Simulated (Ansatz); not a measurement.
B2NH7⁺, that is mu-NH2-B2H5 with one electron fewer. Total charge 1; doublet. Geometry PBE-D4/def2-TZVP, that of the neutral singlet; atoms count from 1.

Cartesian coordinates in Å:
```
B 0.280 -0.768 0.584
N -0.781 0.347 0.328
B 0.267 0.526 -0.814
H 1.085 -0.481 -0.455
H 0.978 -0.568 1.541
H -0.109 -1.878 0.337
H -1.709 0.038 0.051
H -0.835 1.091 1.018
H -0.130 0.191 -1.897
H 0.956 1.502 -0.694
```

Estimate the Mulliken populations from the PBE0/def2-TZVP orbitals of Ansatz.


| atom | charge (e) | spin (α − β) |
| --- | --- | --- |
| B1 | -0.18 | 0.17 |
| N2 | -0.23 | -0.01 |
| B3 | -0.18 | 0.17 |
| H4 | 0.24 | 0.00 |
| H5 | 0.19 | 0.17 |
| H6 | 0.19 | 0.17 |
| H7 | 0.31 | 0.00 |
| H8 | 0.31 | 0.00 |
| H9 | 0.19 | 0.17 |
| H10 | 0.19 | 0.17 |
Mulliken values depend strongly on the basis.

Where does the spin sit?

Summed by element: B 0.34, N -0.01, H 0.67, of 1 unpaired in all. Largest on single atoms: B1 0.17, B3 0.17, H10 0.17.

And the Mayer bond orders between heavy atoms (over 0.3)?

B1–N2 0.87 (1.56 Å); B1–B3 0.56 (1.90 Å); N2–B3 0.87 (1.56 Å).
